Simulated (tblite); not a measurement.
Compound: C5H8O.
SMILES with atom numbers: `[CH3:1][CH2:2]/[CH:3]=[CH:4]\[CH:5]=[O:6]` (hydrogens: H7, H8, H9 on C1; H10, H11 on C2; H12 on C3; H13 on C4; H14 on C5)

Structure optimised with GFN2-xTB, isolated species.

Q: List the bond lengths, angles and torsions at this level.

A: 
| bond | length (pm) |
| --- | --- |
| C1–C2 | 152.3 |
| C2–C3 | 148.6 |
| C3=C4 | 134.1 |
| C4–C5 | 145.5 |
| C5=O6 | 120.9 |
| C1–H7, C1–H8, C1–H9 | 108.8 |
| C2–H10, C2–H11 | 109.5 |
| C3–H12 | 108.4 |
| C4–H13 | 108.1 |
| C5–H14 | 110.9 |

Bonds in one row agree within 1 pm and their mean is given. A selection of angles:
| angle | degrees |
| --- | --- |
| C2–C1–H7 | 110.8 |
| C2–C1–H9 | 110.3 |
| H7–C1–H8 | 108.5 |
| C1–C2–C3 | 112.9 |
| C1–C2–H10 | 110.4 |
| C3–C2–H10 | 108.7 |
| H10–C2–H11 | 105.1 |
| C2–C3–C4 | 125.1 |
| C2–C3–H12 | 116.2 |
| C4–C3–H12 | 118.8 |
| C3–C4–C5 | 123.7 |
| C3–C4–H13 | 120.2 |
| C5–C4–H13 | 116.1 |
| C4–C5–O6 | 126.1 |
| C4–C5–H14 | 113.6 |
| O6–C5–H14 | 120.3 |

Dihedral angles: C1–C2–C3–C4 -178° (antiperiplanar); C2–C3–C4–C5 0° (synperiplanar); C3–C4–C5–O6 -1° (synperiplanar).

The 6 heavy atoms lie in one plane (0.011 Å rms). The C–C distances run from 1.341 Å (C3=C4, drawn double) to 1.523 Å (C1–C2, drawn single), a spread of 0.182 Å. Of the pairs four or more bonds apart, C2···O6 is among the closest relative to their van der Waals radii: 2.82 Å, 88 % of the sum of Bondi's values.

Its GFN2-xTB frequencies are all real (lowest 35 cm⁻¹). The numbers are those of one conformer. 3 starts were optimised and ended at 0.00, 0.96 and 0.98 kcal/mol (GFN2-xTB); the lowest of these is shown.

These are computed values.
